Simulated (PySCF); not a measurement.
**Nuclear quadrupole coupling in divinyl sulfide**

Compound: divinyl sulfide, C4H6S.
Atom-mapped SMILES: `[CH2:1]=[CH:2][S:3][CH:4]=[CH2:5]` (hydrogens: H6, H7 on C1; H8 on C2; H9 on C4; H10, H11 on C5)

Geometry (PBE0-D3(BJ)/def2-TZVP, Å), atoms numbered from 1 in this order:
```xyz
11
C4H6S angstrom
C     -2.5807    0.2347    0.5108
C     -1.3054   -0.1330    0.4866
S     -0.0020    0.9225    0.0140
C      1.3345   -0.1916   -0.0816
C      2.5652    0.1520   -0.4424
H     -2.9075    1.2217    0.2047
H     -3.3387   -0.4590    0.8509
H     -1.0018   -1.1283    0.7971
H      1.0955   -1.2165    0.1849
H      2.8294    1.1667   -0.7166
H      3.3497   -0.5929   -0.4705
```

Field gradients from the PBE0/pcSseg-2 density (PySCF, non-relativistic), principal values in atomic units, ordered |Vxx| ≤ |Vyy| ≤ |Vzz|:

```tsv
atom	Vxx	Vyy	Vzz
S3	0.0855	2.0969	-2.1824
```

Task: Find the asymmetry η = (Vxx − Vyy)/Vzz and the couplings χ = eQV/h (234.96 MHz × Q in barn × V in au), with Q(33S) = −0.0678 b.

Result: 
```tsv
atom	environment	nucleus	η	χzz (MHz)	χxx (MHz)	χyy (MHz)
S3	sulfide sulfur	33S	0.92	34.77	-1.36	-33.40
```

At S3 η is above 0.9: Vyy and Vzz are nearly equal in size and opposite in sign, so a small change could swap them and flip the sign of χzz. The tensor is traceless: Vxx + Vyy + Vzz = 0.

Task: What is Vzz at S3 in SI units (1 au = 9.71736 × 10²¹ V/m²)?

Result: -2.1824 au = -21.207 × 10²¹ V/m².

Task: And the gradient at the other heavy atoms, for which no coupling is worked out here?

Result: 
| atom | environment | Vzz (au) | η |
| --- | --- | --- | --- |
| C1 | terminal =CH2 carbon | 0.248 | 0.37 |
| C2 | alkene CH carbon | -0.330 | 0.29 |
| C4 | alkene CH carbon | -0.330 | 0.29 |
| C5 | terminal =CH2 carbon | 0.243 | 0.37 |

Were the hydrogens deuterons (Q(2H) = 0.00286 b), χzz would run from 196 kHz (H8 and H9) to 203 kHz (H11 and H7).

One conformer (not necessarily the lowest) at the PBE0-D3(BJ)/def2-TZVP geometry, without solvent, vibrations or thermal averaging.

These values come from a run that also computed NMR shieldings. Hardware: one thread, Intel Xeon Platinum 8488C (x86_64), shared host with 96 logical CPUs at a one-minute load of 50. Cost: 33 s, 1.2 GiB resident at most.
